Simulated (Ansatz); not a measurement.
`[BH2]` radical. The species carries charge 0 and has multiplicity 2.

Cartesian coordinates in Å:
```
B 0.2465 0.1841 0.1421
H -0.2249 -0.6590 0.8394
H -0.0217 0.4749 -0.9815
```

Task: What are the harmonic wavenumbers in cm⁻¹ at PBE0-D4/def2-TZVP (Ansatz, finite differences of forces, unscaled)? (Estimate.)

Result: The calculation gave: 979, 2586, 2758.

Task: Is this a minimum?

Result: Yes, all 3 modes are real.

Task: Give the ideal-gas thermochemistry at 298.15 K and 1 bar (rigid rotor, harmonic oscillator; point group C2v, symmetry number 2).

Result: Zero-point energy 37.8 kJ/mol; H(298) − E = 47.8 kJ/mol; entropy 194.0 J/(mol·K), of which translation 140.7, rotation 47.1, vibration 0.4, electronic 5.8; G(298) − E = -10.0 kJ/mol.
